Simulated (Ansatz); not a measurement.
**H3Si–CH, triplet: reading a ladder of total energies**

Geometry: displaced at random from a stationary point.

```xyz
6

Si    0.0034    0.0198    0.5282
C     0.0026   -0.0797   -1.2887
H     0.0506    1.4799    0.9357
H     1.1550   -0.6791    1.0470
H    -1.3017   -0.6629    0.9955
H    -0.0309    0.2600   -2.3389
```

Basis cc-pVDZ; Ansatz 0.2.0. Correlated methods freeze the noble-gas cores, which leaves 12 electrons in 46 orbitals. R marks a restricted (for open shells ROHF) determinant, U an unrestricted one.

Full CI isn't at hand for all of this; UCCSDT(Q) serves as the reference, and is uncertain by about the last step of the cluster series.

Runs differ by some tens of microhartree through their thresholds and, for an open shell, their frozen cores, so steps under 0.03 kcal/mol mean nothing.

```json
{"level": "UHF", "total energy (hartree)": "-329.030029"}
{"level": "UMP2", "total energy (hartree)": "-329.219461"}
{"level": "UCCSD", "total energy (hartree)": "-329.262251"}
{"level": "UCCSD(T)", "total energy (hartree)": "-329.267191"}
{"level": "UCCSDT", "total energy (hartree)": "-329.268236"}
{"level": "UCCSDT(Q)", "total energy (hartree)": "-329.268458"}
```

Question: What is the correlation energy at UCCSDT(Q), and what share of it do UMP2 and UCCSD(T) recover?

Answer: E(corr) = -329.268458 − (-329.030029) = -0.238429 hartree = -6.488 eV. UMP2: -0.189432 / -0.238429 = 79.45 %. UCCSD(T): -0.237162 / -0.238429 = 99.47 %.

Question: By how many kcal/mol does UCCSD(T) miss UCCSDT(Q) (1 hartree = 627.509 kcal/mol), and which steps make up the rest?

Answer: -329.267191 − (-329.268458) = 0.001267 hartree = 0.80 kcal/mol. Steps: UCCSDT − UCCSD(T) = -0.66, UCCSDT(Q) − UCCSDT = -0.14 kcal/mol. That is within 1 kcal/mol of the reference in this basis, which itself misses far more of the correlation at the basis-set limit.
